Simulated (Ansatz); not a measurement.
A run of Ansatz (development build ahead of 0.2.0) on doublet C2H at this shape:

```xyz
3

H     0.7992    0.2459   -1.2781
C     0.2436    0.0614   -0.4142
C    -0.3916   -0.0942    0.6589
```

Its results:

| Quantity | Value |
| --- | --- |
| Converged | yes |
| Total energy | -76.09086 hartree |
| Spin squared of the determinant | 1.337 |
| Stability test | minimum |

Forces (eV/Å):
```tsv
atom	Fx	Fy	Fz
H1	0.570	0.163	-0.927
C2	-1.814	-0.444	3.065
C3	1.245	0.282	-2.139
```

(1) Which input gives this output? Name the method, the orbitals and the basis set, and write the input.

Results:

(1) UHF in def2-SVP.

```yaml
crystal:
  periodic: [false, false, false]
  atoms:
    - { symbol: H, position_ang: [0.79918, 0.24594, -1.27806] }
    - { symbol: C, position_ang: [0.24359, 0.06143, -0.41421] }
    - { symbol: C, position_ang: [-0.39165, -0.09423, 0.65892] }
basis:
  gaussian: { orbitals: def2-SVP }
magnetization:
  spin_polarized: true
  initial_magnetization: 1
hamiltonian:
  xc: hf
output:
  forces: true
```

Caution: the unrestricted determinant is spin contaminated.
